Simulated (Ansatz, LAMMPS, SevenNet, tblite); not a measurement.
## Rock-salt CaO, elastic constant C12

Reference value: 58.1 GPa (measured, room temperature, not corrected to a static lattice; as tabulated in Speziale et al. (2006), doi:10.1029/2005jb003823).

```csv
level (code),value (GPa),cell (Å³/atom),difference (%)
"ionic model lewis1985b (shell model, LAMMPS)",98.0,13.90,+69
GFN1-xTB (tblite),82.1,11.99,+41
SevenNet-0,58.6,14.16,+0.9
LDA (Ansatz),63.0,13.04,+8.4
PBE (Ansatz),57.4,14.09,-1.2
r²SCAN (Ansatz),59.5,13.78,+2.4
r²SCAN0 (Ansatz),62.3,13.64,+7.2
r²SCANh (Ansatz),60.7,13.72,+4.5
Hartree–Fock (Ansatz),63.6,14.33,+9.5
```

The reference is not for a static lattice or low temperature, so close values are not ranked against it. Off by more than 25 %, or 35 % on the side where a correction would as a rule narrow the miss (bounds picked here): ionic model lewis1985b (+69 %), GFN1-xTB (+41 %).

The measured value isn't corrected to a static lattice, so vibrations enter the comparison.  GFN1-xTB: the method was fitted mainly to molecules. GFN1-xTB: the run uses a supercell at the zone centre in place of a k mesh. Each level is taken at its own relaxed cell. Cutoffs differ between the levels. Ansatz's density-functional and Hartree–Fock values are scalar-relativistic unless marked +SOC, with PAW data made under PBE.

Empirical potentials (ionic model lewis1985b) are fitted to chosen data: where that held the value shown, agreement is built in, and what lay outside the fit can be far off. Machine-learned potentials (SevenNet-0) are trained on DFT data: a solid inside that data is no test of them.

Differences are worked out from the printed values.

Ansatz is a program for electronic structure.
